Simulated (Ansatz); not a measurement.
System: body-centred tetragonal In. Method: PBE-D3(BJ) (PAW; Ansatz, a quantum-chemistry and plane-wave program).

Settings: plane-wave cutoff 520 eV, 24×24×24 k mesh, Fermi–Dirac smearing 0.05 eV, scalar-relativistic PAW data made under PBE.

Shape and atoms are relaxed at each volume.

Pressure at four volumes; x = ln(V/26.064 Å³). One pressure is withheld.

```json
[
 {"V (Å³/atom)": "25.022", "x": "-0.0408", "P (GPa)": "1.87"},
 {"V (Å³/atom)": "26.064", "x": "0.0000", "P (GPa)": "-0.01"},
 {"V (Å³/atom)": "26.586", "x": "0.0198", "P (GPa)": "-0.80"},
 {"V (Å³/atom)": "27.107", "x": "0.0392", "P (GPa)": "?"}
]
```

Question: Pass a parabola P(x) through the three rows shown, estimate the bulk modulus and its pressure derivative near zero pressure, and predict the withheld pressure.

Answer: Slopes between the rows: (-0.01 − (1.87))/(0.0000 − (-0.0408)) = -46.08 and (-0.80 − (-0.01))/(0.0198 − (0.0000)) = -39.90 GPa. Their difference over the span 0.0606 is c = 6.18/0.0606 = 102.0 GPa, so P(x) = 1.87 + (-46.08)(x − (-0.0408)) + 102.0 (x − (-0.0408))(x − (0.0000)). At the middle row B = −dP/dx = −[-46.08 + 102.0 × 0.0408] = 41.9 GPa, and B′ = dB/dP = 2c/B = 4.9. At x = 0.0392 the parabola gives -1.50 GPa; the run gives -1.49 GPa. The Birch–Murnaghan fit to the energies at all volumes has B0 = 41.7 GPa and B′ = 5.2.

Measured, for comparison: bulk modulus 44.7 GPa (copied from a table, unchecked, extrapolated to 0 K and zero-point effects removed; as tabulated in Lejaeghere et al. (2013), arXiv:1204.2733). Computed (rounded) less measured: bulk modulus not scored (unchecked).

Note: the bulk modulus comes from volumes at which shape and atoms were relaxed.

Spin–orbit coupling is not included.
